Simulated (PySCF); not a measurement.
Basis set benchmark on one molecule

Molecule: `InChI=1S/C6H12/c1-2-4-6-5-3-1/h1-6H2`.

Atoms are numbered as in `[CH2:1]1[CH2:2][CH2:3][CH2:4][CH2:5][CH2:6]1` (H(Xn): hydrogen on atom n).

Geometry PBE0-D3(BJ)/def2-SVP throughout; GIAO in PySCF 2.14, gas phase, one conformer, non-relativistic; equivalent atoms averaged; functional PBE0.

Reference values (measured; solution, C6D5Cl, 298 K; Fulmer et al., Organometallics 2010, 29, 2176): δ(C1/C2/C3/C4/C5/C6) = 27.0 ppm. Computed shifts are taken against TMS, calculated as an isolated molecule at each level.

**Question.** How do the basis sets STO-3G, 6-31G, pcSseg-0, 6-31G*, def2-SVP, cc-pVDZ, pcSseg-1, 6-311+G(2d,p), aug-cc-pVDZ, def2-TZVP, IGLO-III perform against the reference? Times are CPU seconds on shared hosts with different chips, so compare them loosely.

**Answer.** 
| basis set | functions | C1/C2/C3/C4/C5/C6 | abs. error C | core-s |
| --- | --- | --- | --- | --- |
| STO-3G | 42 | 26.3 | 0.7 | 3.6 |
| 6-31G | 78 | 26.9 | 0.1 | 7.1 |
| pcSseg-0 | 78 | 26.7 | 0.3 | 6.3 |
| 6-31G* | 108 | 26.3 | 0.7 | 9.7 |
| def2-SVP | 144 | 26.2 | 0.8 | 14 |
| cc-pVDZ | 144 | 29.0 | 2.0 | 15 |
| pcSseg-1 | 162 | 28.7 | 1.7 | 28 |
| 6-311+G(2d,p) | 234 | 28.8 | 1.8 | 32 |
| aug-cc-pVDZ | 246 | 29.0 | 2.0 | 34 |
| def2-TZVP | 258 | 29.6 | 2.6 | 39 |
| IGLO-III | 330 | 30.0 | 3.0 | 53 |

For ¹³C the closest is 6-31G (0.1 ppm, with pcSseg-0 practically level) and the furthest IGLO-III (3.0 ppm). Where a smaller basis beats a larger one, errors probably cancel. One molecule is a small sample, and vibrational and solvent effects are absent from the calculation.

A small basis that lands close on one nucleus may do so by chance; judge by the trend and by all nuclei.
